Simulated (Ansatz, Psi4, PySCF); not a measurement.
Molecule: trichloroborane, BCl3, net charge 0, singlet state. SMILES: ClB(Cl)Cl
Structure (B3LYP-D3(BJ)/def2-TZVP (Ansatz, a quantum-chemistry and plane-wave program) minimum search):
```
B
Cl 1 1.7452
Cl 1 1.7452 2 120.00
Cl 1 1.7452 2 120.00 3 -180.00
```
Charge 0, spin multiplicity 1.

Property: atomisation energy, in kcal/mol. Terms: open shells spin-unrestricted; LANL2DZ with its own core potentials from Na on; no dispersion term unless named; valence correlation only; no spin-orbit coupling; 6-311+G** with 5d, 6d on Na to Ar in Ansatz; atomisation electronic, to ground-state atoms; 6-31G* and kin with 6d, 5d where marked; non-relativistic. CBS(X,Y): correlation extrapolated as X^-3; Hartree-Fock from the larger set. First-principles rows: single points at B3LYP-D3(BJ) geometries (Ansatz).

Coupled cluster (Ansatz) is a level with limits of its own, used here on species with T1 under 0.025 (0.045 for open shells) and stable references: CCSD(T)/CBS(cc-pV(T+d)Z,cc-pV(Q+d)Z).

Value to compare with, CCSD(T)/CBS(cc-pV(T+d)Z,cc-pV(Q+d)Z) (Ansatz): 323.7 kcal/mol.

| level | program | atomisation energy (kcal/mol) | difference |
|---|---|---|---|
| HF/LANL2DZ | Ansatz | 193.0 | -130.7 |
| HF/6-31G* | Ansatz | 243.7 | -80.0 |
| PBE/3-21G | Ansatz | 307.1 | -16.6 |
| PBE/6-31G* | Ansatz | 335.5 | 11.8 |
| PBE/6-311+G** | Ansatz | 332.2 | 8.5 |
| B3LYP/STO-3G | Ansatz | 359.8 | 36.1 |
| B3LYP/6-31G* | Ansatz | 313.4 | -10.3 |
| B3LYP/cc-pVDZ | Ansatz | 309.8 | -13.9 |
| PBE0/6-31G* | Ansatz | 327.9 | 4.2 |
| M06-2X/6-31G* (5d) | PySCF | 325.8 | 2.1 |
| wB97X-D/6-311+G** | Psi4 | 320.1 | -3.6 |
| MP2/STO-3G | Ansatz | 312.8 | -10.9 |
| MP2/LANL2DZ | Ansatz | 239.2 | -84.5 |
| MP2/6-31G* | Ansatz | 318.7 | -5.0 |
| B3LYP-D3(BJ)/def2-TZVPD | Ansatz + dftd3 | 319.5 | -4.2 |
| wB97M-V/def2-TZVPD | Ansatz | 328.6 | 4.9 |

Among the 14 habitual levels, HF/LANL2DZ lies farthest from CCSD(T)/CBS(cc-pV(T+d)Z,cc-pV(Q+d)Z) (Ansatz) (-130.7 kcal/mol) and M06-2X/6-31G* (5d) nearest (2.1); 5 of 14 lie above it, and their mean absolute difference is 29.9 kcal/mol, the median 11.4. One case shows no general order.

The levels are drawn from those run, B3LYP/6-31G* more often than the rest, none by its result; runs whose electronic state is in doubt are left out.
